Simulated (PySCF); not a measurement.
## Stretching PF⁺

Set-up: basis P def2-TZVPPD, F def2-TZVPPD; no relativity; PySCF 2.14. Energies in eV from P⁺ + F in their ground configurations at the same level. State: ²Π (doublet), unpaired electrons π ↑.

All columns are PBE. A positive dipole points towards F; it is taken about the centre of mass and depends on that origin.

| R (Å) | E (eV) | μ (D) | Mulliken charge on P (basis-dependent) | HOMO (eV) | LUMO (eV) | Mayer bond order | ⟨S²⟩ |
| --- | --- | --- | --- | --- | --- | --- | --- |
| 1.301 | -4.114 | -1.27 | 0.78 | -12.98 | -12.72 | 1.63 | 0.75 |
| 1.362 | -5.088 | -1.59 | 0.82 | -13.21 | -12.96 | 1.59 | 0.75 |
| 1.422 | -5.647 | -1.92 | 0.87 | -13.43 | -13.17 | 1.54 | 0.75 |
| 1.468 | -5.868 | -2.16 | 0.91 | -13.59 | -13.33 | 1.51 | 0.75 |
| 1.513 | -5.960 | -2.40 | 0.94 | -13.74 | -13.48 | 1.48 | 0.75 |
| 1.558 | -5.954 | -2.63 | 0.97 | -13.88 | -13.62 | 1.45 | 0.75 |
| 1.619 | -5.832 | -2.94 | 1.01 | -14.05 | -13.79 | 1.42 | 0.75 |
| 1.695 | -5.554 | -3.31 | 1.05 | -14.25 | -13.99 | 1.39 | 0.75 |
| 1.785 | -5.109 | -3.72 | 1.09 | -14.45 | -14.20 | 1.36 | 0.75 |
| 1.906 | -4.427 | -4.23 | 1.13 | -14.68 | -14.44 | 1.33 | 0.76 |

A fit through these points gives, at Re = 1.532 Å, μ = -2.50 D and dμ/dR = -5.20 D/Å; the reduced mass is 11.78 u.

Problem. How strong is the fundamental in the double-harmonic approximation, I = 42.26·(dμ/dR)²/μred km/mol?

Solution. I = 42.26·(-5.20)²/11.78 = 97.0 km/mol at PBE.

For an ion De counts to the pair picked by the measured ionisation energies or electron affinities, which need not be the lowest pair at this level. The state is the lowest determinant that a PBE0 search found; another state may lie lower at other levels.
